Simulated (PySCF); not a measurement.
## Functional benchmark on one molecule

Molecule: SMILES FC(Cl)(Cl)Cl, CCl$_{3}$F.

Structure with atom numbers: `[F:1][C:2]([Cl:3])([Cl:4])[Cl:5]`.

Geometry PBE0-D3(BJ)/def2-SVP throughout; GIAO in PySCF 2.14.0 with density-fitted response routines, gas phase, one conformer, non-relativistic; equivalent atoms averaged; basis pcSseg-2.

Reference values (measured; liquid; Jackowski, Wilczek, Molecules 2024, 29, 2617): σ(F1) = 188.7 ppm.

Question: How do the functionals HF, LDA, PBE, BLYP, BP86, OPBE, KT2, KT3, B97-D, B3LYP, PBE0, mPW1PW91, WP04, B97-2, BHandHLYP, CAM-B3LYP, wB97X-D, LC-wPBE perform against the reference? Times are CPU seconds on shared hosts with different chips, so compare them loosely.

Answer: 
```
functional                    kind     F1  abs. error F  core-s
        HF            Hartree–Fock  245.3          56.6     7.7
       LDA                     LDA  138.2          50.5      15
       PBE                     GGA  142.9          45.8      12
      BLYP                     GGA  143.1          45.6      17
      BP86                     GGA  143.9          44.8      17
      OPBE                     GGA  155.1          33.6      18
       KT2                     GGA  136.3          52.4      18
       KT3                     GGA  146.9          41.8      18
     B97-D                     GGA  154.2          34.5      17
     B3LYP           global hybrid  169.7          19.0      12
      PBE0           global hybrid  175.8          12.9      13
  mPW1PW91           global hybrid  177.2          11.5      13
      WP04           global hybrid  177.3          11.4      16
     B97-2           global hybrid  177.4          11.3      17
 BHandHLYP           global hybrid  202.0          13.3      16
 CAM-B3LYP  range-separated hybrid  186.0           2.7      22
   wB97X-D  range-separated hybrid  186.4           2.3      19
   LC-wPBE  range-separated hybrid  203.6          14.9      23
```

For ¹⁹F the closest is wB97X-D (2.3 ppm) and the furthest HF (56.6 ppm). One molecule is a small sample, and vibrational and solvent effects are absent from the calculation.
